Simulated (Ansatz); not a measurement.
**SiH2O2 (SMILES O[Si]O): a rigid scan of the bond length Si2–O3**

One table from this session's results is given with a row withheld; the runs are named, their logs left out.

Program: Ansatz 0.2.0, Gaussian basis. Level of theory: single points in def2-TZVPP. These are calculated values, not measurements.

Levels: PBE-D4, r2SCAN-D4, PBE0-D4, B3LYP-D4, wB97M-V, Hartree-Fock, MP2, CCSD, CCSD(T). The scan takes 1.463, 1.521, 1.606, 1.705, 1.814, 1.933, 2.058, 2.190, 2.328 Å.

Cores are frozen in the correlated methods. B3LYP uses VWN-RPA correlation.

34 further runs of the same task are left out: 34 set aside as unsound or not needed.

**The starting structure**

The minimum, relaxed at PBE0-D4: 5 atoms, charge 0, spin multiplicity 1.

Atoms are counted from 1 here; the program's logs count them from 0.

Bond lengths: O1–Si2 1.642 Å, O1–H4 0.964 Å, Si2–O3 1.663 Å, O3–H5 0.960 Å. Angles: Si2–O1–H4 117.5°, O1–Si2–O3 99.4°, Si2–O3–H5 116.1°.

Geometry (Å):

```xyz
5
charge 0, multiplicity 1
O    -1.4432   -0.1056   -0.2750
Si   -0.2120   -0.7913    0.5677
O     1.0360    0.1875    0.0686
H    -1.2319    0.6489   -0.8361
H     1.9011   -0.0131    0.4334
```

Energies of the minimum (eV), from earlier single points: PBE-D4 -11999.91801, r2SCAN-D4 -12005.39773, PBE0-D4 -12000.48732, B3LYP-D4 -12008.91644, wB97M-V -12006.65810, CCSD(T) -11989.19001.

At the minimum the bond length Si2–O3 is 1.663 Å.

Set-up of the first run:

Contents of ccsdt-tzvpp/in.yaml:

```yaml
crystal:
  periodic: [false, false, false]
  atoms:
    - {symbol: O, position_ang: [-1.443215, -0.105619, -0.275034]}
    - {symbol: Si, position_ang: [-0.212035, -0.791307, 0.567690]}
    - {symbol: O, position_ang: [0.886061, 0.069914, 0.128541]}
    - {symbol: H, position_ang: [-1.231874, 0.648926, -0.836057]}
    - {symbol: H, position_ang: [1.751219, -0.130678, 0.493375]}
basis:
  gaussian: {orbitals: def2-TZVPP}
correlation: {method: ccsd_t}
```

No record of the launch command was kept for these runs.

Among the steps run: Si2–O3 = 1.463 Å; Si2–O3 = 1.521 Å; Si2–O3 = 1.606 Å; Si2–O3 = 1.705 Å; Si2–O3 = 1.814 Å; Si2–O3 = 1.933 Å; Si2–O3 = 2.058 Å; Si2–O3 = 2.190 Å; Si2–O3 = 2.328 Å.

One of the session's tables, all rows but one given; the rest of the session is left out.

Energies less that of the minimum at the same level (eV):

| bond length (Å) | PBE-D4 | PBE0-D4 | B3LYP-D4 | wB97M-V | Hartree-Fock |
| --- | --- | --- | --- | --- | --- |
| 1.463 | 0.950 | 0.831 | 0.873 | 0.860 | 0.718 |
| 1.521 | 0.456 | 0.371 | 0.402 | 0.390 | 0.287 |
| 1.606 | 0.084 | 0.050 | 0.063 | 0.057 | 0.014 |
| 1.663 (minimum) | 0.000 | 0.000 | 0.000 | 0.000 | 0.000 |
| 1.705 | -0.002 | 0.023 | 0.014 | 0.019 | 0.051 |
| 1.814 | 0.159 | 0.246 | 0.211 | 0.234 | 0.347 |
| 1.933 | 0.493 | 0.645 | 0.583 | 0.629 | 0.825 |
| 2.058 | 0.922 | 1.137 | 1.046 | 1.123 | 1.395 |
| 2.190 | ? | ? | ? | ? | ? |
| 2.328 | 1.887 | 2.224 | 2.072 | 2.226 | 2.620 |

**Question.** Estimate the row for bond length (Å) = 2.190.

Worked estimate for «PBE-D4». A straight line through the neighbours (2.058, 0.922) and (2.328, 1.887) gives 0.922 + (1.887 − 0.922) × (2.190 − 2.058) / (2.328 − 2.058) = 1.394; a parabola fitted to 3 rows on both sides gives 1.387.

As computed: PBE-D4: 1.399; PBE0-D4: 1.676; B3LYP-D4: 1.554; wB97M-V: 1.668; Hartree-Fock: 2.007. In «PBE-D4» the line misses by -0.005 and the parabola by -0.012.
